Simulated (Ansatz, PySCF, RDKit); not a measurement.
Pair of molecules: H2O (SMILES O) (first 3 atoms) with CH4O (SMILES CO); geometry from S66by8 set.
(charge 0, multiplicity 1):
```xyz
9

O     -2.6372     0.0844     0.0775
H     -3.0538     0.8832     0.4033
H     -1.7081     0.1951     0.3185
O      1.2269     0.1732     0.5416
H      1.5949    -0.3989     1.2191
C      1.6919    -0.2984    -0.7205
H      1.2611     0.3527    -1.4737
H      2.7779    -0.2476    -0.7949
H      1.3636    -1.3183    -0.9196
```

Counterpoise-corrected where a basis set is named; no monomer relaxation. Rows marked so take none. RDKit's UFF carries no charges.

Rows in 3-21G, STO-3G carry no dispersion term and start afresh at each structure.

Codes used: Ansatz (a quantum-chemistry and plane-wave program) with Gaussian orbitals; PySCF for 3-21G rows, STO-3G rows, the dispersion terms; RDKit for the force fields. 

Task: One of these levels gives -14.8 meV for the interaction energy. Name it.
(A) UFF
(B) PBE-D4/def2-TZVPPD
(C) B3LYP/3-21G (no counterpoise)
(D) HF/STO-3G (no counterpoise)

Result: A, UFF. The others give -53.4 (HF/STO-3G (no counterpoise)), -107.0 (PBE-D4/def2-TZVPPD), -148.2 (B3LYP/3-21G (no counterpoise))
